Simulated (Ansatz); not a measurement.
## HB–BH, singlet: stretch scan

Starting geometry (PBE0/def2-TZVP stationary point for this spin, not checked as a minimum):

```xyz
4

B     0.0000    0.0000    0.7625
B     0.0000    0.0000   -0.7625
H     0.0000    0.0000    1.9383
H     0.0000    0.0000   -1.9383
```

From there B2, H4 move together along the line of the two atoms named below, all else staying in place; atoms are numbered as listed. Energies are in kJ/mol, counted from the starting geometry at the same level.

Basis 6-31G; Ansatz 0.2.0. Correlated methods freeze the noble-gas cores.

The determinant at some points fills πx and πy unequally, so it is a mixture of Σ and Δ, which weighs on every level built on one determinant.

Full CI is exact within this basis and frozen core; it isn't the basis-set limit.

```
distance B1-B2 (Å)  BCCD(T)
             1.239    255.4
             1.402     44.7
             1.525      0.0
             1.696     22.6
             1.871     93.9
             2.124   219.0*
             2.480   367.6*
             2.817    436.8
             3.396    385.1
             4.194    366.4
             5.064    363.8
```

An asterisk marks runs whose energy the program itself flagged as in doubt.

Task: Estimate the full CI curve in 6-31G from this one, knowing how BCCD(T) errs.

Result: The computed full CI values, in kJ/mol from the starting point, and the error of BCCD(T) against them:
| distance B1-B2 (Å) | full CI | BCCD(T) less full CI |
| --- | --- | --- |
| 1.239 | 255.0 | 0.4 |
| 1.402 | 44.4 | 0.3 |
| 1.525 | 0.0 | 0.0 |
| 1.696 | 23.3 | -0.7 |
| 1.871 | 95.5 | -1.6 |
| 2.124 | 222.6 | -3.6 |
| 2.480 | 377.9 | -10.3 |
| 2.817 | 442.2 | -5.4 |
| 3.396 | 395.8 | -10.7 |
| 4.194 | 377.2 | -10.8 |
| 5.064 | 374.6 | -10.8 |

Full CI's occupations show more than one leading determinant at 1.239, 1.402, 1.525, 1.696, 1.871, 2.124, 2.480, 2.817.

The error spans 11.2 kJ/mol and is largest, -10.8 kJ/mol, at 4.194 Å.

These errors take the starting point as zero, where BCCD(T) itself lies 12.4 kJ/mol above full CI in total energy. In total energy its miss is smallest, 1.6 kJ/mol, at 4.194 and largest, 12.9 kJ/mol, at 1.239 Å. So where the relative error is largest, the method lies nearer the reference than at the start.
